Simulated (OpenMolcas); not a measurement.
## doublet [CHCl3]−: a scaling law for UM06-HF

[CHCl3]− has 5 atoms, charge -1, and is taken as a doublet. SMILES of the parent species: `ClC(Cl)Cl`. The shape is that of a PBE0-D4/def2-TZVP optimisation. That shape belongs to the parent species and isn't relaxed for this state.

UM06-HF, gradient, OpenMolcas 26.06, on 1 thread of Arm Neoverse V1, shared host. N is the number of basis functions, t the processor time.

| basis | N | t (s) | ln N | ln t |
| --- | --- | --- | --- | --- |
| STO-3G | 33 | 5.3 | 3.497 | 1.668 |
| 3-21G | 50 | 7.2 | 3.912 | 1.974 |
| 6-31G(d) | 70 | 17 | 4.248 | 2.833 |
| 6-31G(d,p) | 73 | 18 | 4.290 | 2.890 |
| 6-311G(d,p) | 102 | 29 | 4.625 | 3.367 |
| 6-311++G(2d,2p) | 142 | ? | 4.956 | ? |

**Question.** Fit t = C·Nᵖ to the known rows and estimate the time in 6-311++G(2d,2p).

**Answer.** 
1. Means of the 5 rows: ln N = 4.11440, ln t = 2.5464.
2. Σ(Δln N)² = 0.73155, Σ(Δln N·Δln t) = 1.1758, so the slope is 1.1758/0.73155 = 1.6073.
3. Intercept: 2.5464 − (1.6073) × 4.11440 = -4.0667. The largest residual of the fit is 0.247.
4. ln t = -4.0667 + 1.6073 × 4.956, so t ≈ 49 s.

The run took 200 s, so the estimate is too short by a factor of about 4.1. The fitted power is 1.6, with the electron count fixed. The times don't lie on a line: the count of functions alone doesn't set the cost here, and shared hosts add noise. SCF iterations also vary, from 14 to 67. Fixed start-up costs flatten the line at the short runs, so it runs low for the long one.
